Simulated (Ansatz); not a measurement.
**HAl–CH, quartet: reading a ladder of total energies**

Geometry: a PBE0/def2-TZVP stationary point for this spin, not checked as a minimum.

```yaml
atoms:
  - { symbol: Al, position_ang: [0.0000, -0.0744, 0.6134] }
  - { symbol: C, position_ang: [0.0000, 0.0101, -1.3080] }
  - { symbol: H, position_ang: [0.0000, 1.3217, 1.4205] }
  - { symbol: H, position_ang: [0.0000, 0.5490, -2.2537] }
```

Basis 6-31G; Ansatz 0.2.0. Correlated methods freeze the noble-gas cores, which leaves 9 electrons in 20 orbitals. R marks a restricted (for open shells ROHF) determinant, U an unrestricted one.

Full CI is exact within this basis and frozen core; it isn't the basis-set limit. The frozen core follows each run's orbitals, which can shift R against U totals by a few meV.

Runs differ by some tens of microhartree through their thresholds and, for an open shell, their frozen cores, so steps under 0.1 kcal/mol mean nothing.

| level | total energy (hartree) |
| --- | --- |
| UHF | -280.782677 |
| UMP2 | -280.855216 |
| UCCSD | -280.878123 |
| UCCSD(T) | -280.879847 |
| UCCSDT | -280.880471 |
| UCCSDT(Q) | -280.880595 |
| UCCSDTQ | -280.880606 |
| full CI | -280.880576 |

Question: What is the correlation energy at full CI, and what share of it do UMP2 and UCCSD recover?

Answer: E(corr) = -280.880576 − (-280.782677) = -0.097899 hartree = -2.664 eV. UMP2: -0.072539 / -0.097899 = 74.10 %. UCCSD: -0.095446 / -0.097899 = 97.49 %.

Question: By how many kcal/mol does UCCSD(T) miss full CI (1 hartree = 627.509 kcal/mol), and which steps make up the rest?

Answer: -280.879847 − (-280.880576) = 0.000729 hartree = 0.46 kcal/mol. Steps: UCCSDT − UCCSD(T) = -0.39, UCCSDT(Q) − UCCSDT = -0.08, UCCSDTQ − UCCSDT(Q) = -0.01, full CI − UCCSDTQ = 0.02 kcal/mol. That is within 1 kcal/mol of the reference in this basis, which itself misses far more of the correlation at the basis-set limit.
